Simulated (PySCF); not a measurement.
C₄H₄F₂.
Bonds: F1–C2, C2–C3, C3–C4 (triple), C4–C5, C5–F6. Hydrogens: H7, H8 on C2; H9, H10 on C5.

Computed, not measured: EOM-IP-CCSD/aug-cc-pVDZ in PySCF, restricted Hartree–Fock reference, 6 core orbitals frozen, non-relativistic, gas phase, PBE0-D3(BJ)/def2-SVP geometry.

Hartree–Fock orbital energies give these Koopmans values (eV): HOMO 10.96, HOMO-1 11.19, HOMO-2 15.22, HOMO-3 15.36, HOMO-4 15.55, HOMO-5 16.12, HOMO-6 19.33, HOMO-7 19.45.

**Question.** What vertical ionisation energies does EOM-IP-CCSD give?

**Answer.** 
| leading hole (HF orbital) | Koopmans (eV) | EOM-IP-CCSD (eV) | change (eV) | one-hole share |
| --- | --- | --- | --- | --- |
| HOMO | 10.96 | 10.79 | -0.17 | 0.96 |
| HOMO-1 | 11.19 | 11.03 | -0.16 | 0.96 |
| HOMO-4 | 15.55 | 13.47 | -2.08 | 0.95 |
| HOMO-2 | 15.22 | 13.49 | -1.73 | 0.95 |
| HOMO-3 | 15.36 | 13.61 | -1.75 | 0.95 |
| HOMO-5 | 16.12 | 13.89 | -2.23 | 0.94 |
| HOMO-6 | 19.33 | 17.53 | -1.80 | 0.94 |
| HOMO-7 | 19.45 | 17.68 | -1.77 | 0.94 |

**Question.** Does the order of the lines follow the orbital energies?

**Answer.** No: the HOMO-4 hole (13.47 eV) falls below the HOMO-2 hole (13.49 eV); the HOMO-4 hole (13.47 eV) falls below the HOMO-3 hole (13.61 eV). The corrections run from -2.23 to -0.16 eV, with a mean of -1.46 eV over the 8 lines; no line lies above its Koopmans value. Koopmans values leave out both the relaxation of the orbitals and the change in correlation energy.

**Question.** At what kinetic energies would He I light (21.22 eV) eject these electrons?

**Answer.** 10.43 eV (HOMO), 10.19 eV (HOMO-1), 7.75 eV (HOMO-4), 7.73 eV (HOMO-2), 7.61 eV (HOMO-3), 7.33 eV (HOMO-5), 3.69 eV (HOMO-6), 3.54 eV (HOMO-7).

Lines less than 0.15 eV apart could change places at a higher level. One root was sought for each valence orbital with −ε under 21 eV, eight at most, so deeper holes and satellites are missing; no vibrational structure.

Hardware: an Arm Neoverse V2 with one thread, shared host. Cost: 13 min of wall time, 3.1 GiB resident at most.
